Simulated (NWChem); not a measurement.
System meant: Cl, doublet

The following NWChem deck was run.

```
start job
memory heap 200 mb stack 900 mb global 1100 mb
geometry units angstroms noautoz
  Cl     0.000000     0.000000     0.000000
end
basis spherical
  Cl library def2-svp
end
dft
  odft
  mult 2
  xc b3lyp
  iterations 4
  mulliken
end
task dft energy
```

End of the output:

```
    Atom       Charge   Shell Charges
 -----------   ------   -------------------------------------------------------
    1 Cl  17     1.00   0.00  0.00  0.01 -0.01  0.01  0.42  0.57  0.00

     -------------------------------------------
      Total Density - Lowdin Population Analysis
     -------------------------------------------

    Atom       Charge   Shell Charges
 -----------   ------   -------------------------------------------------------
    1 Cl  17    17.00   2.00  1.96  1.12  0.92  5.82  2.22  2.96  0.00

     ------------------------------------------
      Spin Density - Lowdin Population Analysis
     ------------------------------------------

    Atom       Charge   Shell Charges
 -----------   ------   -------------------------------------------------------
    1 Cl  17     1.00   0.00  0.00  0.01 -0.01  0.03  0.40  0.57  0.00

   alpha - beta orbital overlaps
   -----------------------------

   alpha      1      2      3      4      5      6      7      8      9     10
    beta      1      2      3      5      4      6      9      8      7     10
 overlap   1.000  1.000  1.000  0.757  0.757  0.999  0.999  0.959  0.959  0.999

   alpha     11     12     13     14     15     16     17     18
    beta     15     14     13     12     11     18     17     16
 overlap   0.999  0.987  0.987  0.737  0.737  0.999  0.779  0.779

     --------------------------
     Expectation value of S2:
     --------------------------
      <S2> =      0.7518 (Exact =     0.7500)

 ------------------------------------------------------------------------
 dft energy failed                                                                                  0
 ------------------------------------------------------------------------
 ------------------------------------------------------------------------
  current input line :
    16: task dft energy
 ------------------------------------------------------------------------
 ------------------------------------------------------------------------
 This type of error is most commonly associated with calculations not reaching convergence criteria
 ------------------------------------------------------------------------
 For more information see the NWChem manual at https://nwchemgit.github.io

0:dft energy failed:Received an Error in Communication
```

Q: What is wrong, and how is it mended?

A: Convergence was not reached. Cause: the SCF was allowed too few iterations. This input runs:
```
start job
memory heap 200 mb stack 900 mb global 1100 mb
geometry units angstroms noautoz
  Cl     0.000000     0.000000     0.000000
end
basis spherical
  * library def2-svp
end
dft
  odft
  mult 2
  xc b3lyp
  iterations 150
  mulliken
end
task dft energy
```
It converges to -460.00601 Ha (B3LYP/def2-SVP, spin-unrestricted).
